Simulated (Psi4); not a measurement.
C4H5, charge +2, doublet, geometry from GFN2-xTB of the parent state (a state made from the parent by changing its charge; the spin is typed, not shown lowest); Psi4 with PBE/def2-SV(P).

Psi4 was given this input:
```
memory 2 GB

molecule mol {
2 2
C     0.846922    1.666202   -0.087472
C     0.098797    0.626242    0.042347
C    -0.689093   -0.455535    0.180704
C    -0.314503   -1.747230   -0.104834
H     1.478742    2.032736    0.712299
H     0.890577    2.241590   -1.004097
H    -1.695126   -0.277397    0.547122
H     0.671379   -1.971071   -0.469908
H    -0.998312   -2.563934    0.030112
}

set {
  basis def2-sv(p)
  reference uks
}

energy('pbe')
print_variables()
```

Question: Predict the main parts of the log of this Psi4 run.

Answer: 
```
   => Loading Basis Set <=

    Name: DEF2-SV(P)
    Role: ORBITAL
    Keyword: BASIS

         ---------------------------------------------------------
                                   SCF
               by Justin Turney, Rob Parrish, Andy Simmonett
                          and Daniel G. A. Smith
                              UKS Reference
         ---------------------------------------------------------

  ==> Geometry <==

    Molecular point group: c1
    Full point group: C1

    Geometry (in Angstrom), charge = 2, multiplicity = 2:

       Center              X                  Y                   Z               Mass
    ------------   -----------------  -----------------  -----------------  -----------------
         C            0.853418085263     1.656136571199    -0.090922745089    12.000000000000
         C            0.105293085263     0.616176571199     0.038896254911    12.000000000000
         C           -0.682596914737    -0.465600428801     0.177253254911    12.000000000000
         C           -0.308006914737    -1.757295428801    -0.108284745089    12.000000000000
         H            1.485238085263     2.022670571199     0.708848254911     1.007825032230
         H            0.897073085263     2.231524571199    -1.007547745089     1.007825032230
         H           -1.688629914737    -0.287462428801     0.543671254911     1.007825032230
         H            0.677875085263    -1.981136428801    -0.473358745089     1.007825032230
         H           -0.991815914737    -2.573999428801     0.026661254911     1.007825032230

  Running in c1 symmetry.

  Rotational constants: A =      1.42347  B =      0.14987  C =      0.13937 [cm^-1]
  Rotational constants: A =  42674.50916  B =   4493.12036  C =   4178.08883 [MHz]
  Nuclear repulsion =   96.689287533199490

  Charge       = 2
  Multiplicity = 2
  Electrons    = 27
  Nalpha       = 14
  Nbeta        = 13

  ==> Algorithm <==

  SCF Algorithm Type is DF.
  DIIS enabled.
  MOM disabled.
  Fractional occupation disabled.
  Guess Type is SAD.
  Energy threshold   = 1.00e-06
  Density threshold  = 1.00e-06
  Integral threshold = 1.00e-12

  ==> Primary Basis <==

  Basis Set: DEF2-SV(P)
    Blend: DEF2-SV(P)
    Number of shells: 34
    Number of basis functions: 66
    Number of Cartesian functions: 70
    Spherical Harmonics?: true
    Max angular momentum: 2

  ==> DFT Potential <==

   => LibXC <=

    Version 7.1.2
[...]
      Ntotal   =   26.9999913297 ; deviation = -8.670e-06

   @Spin Contamination Metric:   2.590573380E-03
   @S^2 Expected:                7.500000000E-01
   @S^2 Observed:                7.525905734E-01
   @S   Expected:                5.000000000E-01
   @S   Observed:                5.000000000E-01

    Orbital Energies [Eh]
    ---------------------

    Alpha Occupied:

[...]
    Alpha Virtual:

[...]
      66A      2.637925

    Beta Occupied:

[...]
      13A     -0.775929

    Beta Virtual:

[...]
    Final Occupation by Irrep:
              A
    DOCC [    13 ]
    SOCC [     1 ]
    NA   [    14 ]
    NB   [    13 ]

  @DF-UKS Final Energy:  -154.09001029131309

   => Energetics <=

    Nuclear Repulsion Energy =             96.6892875331994901
    One-Electron Energy =                -383.2733959241930393
    Two-Electron Energy =                 155.0954132535584904
    DFT Exchange-Correlation Energy =     -22.6013151538780264
    Empirical Dispersion Energy =           0.0000000000000000
    VV10 Nonlocal Energy =                  0.0000000000000000
    Total Energy =                       -154.0900102913130922

  UHF NO Occupations:
  HONO-2 :   12  A 1.9996291
  HONO-1 :   13  A 1.9994992
  HONO-0 :   14  A 1.0000000
  LUNO+0 :   15  A 0.0005008
  LUNO+1 :   16  A 0.0003709
  LUNO+2 :   17  A 0.0001772
  LUNO+3 :   18  A 0.0001139

Computation Completed

Properties will be evaluated at   0.000000,   0.000000,   0.000000 [a0]

Properties computed using the SCF density matrix

 Multipole Moments:

 ------------------------------------------------------------------------------------
     Multipole            Electronic (a.u.)      Nuclear  (a.u.)        Total (a.u.)
 ------------------------------------------------------------------------------------

 L = 1.  Multiply by 2.5417464519 to convert [e a0] to [Debye]
 Dipole X            :          0.0511378            0.3559951            0.4071328
 Dipole Y            :          0.9905516           -0.5516100            0.4389416
 Dipole Z            :          0.1030086           -0.1891117           -0.0861031
 Magnitude           :                                                    0.6048476

 ------------------------------------------------------------------------------------

  Variable Map:
  ----------------------------------------------------------------------------
[...]
  Array Variable Map:
  ----------------------------------------------------------------------------
[...]
[...]
```
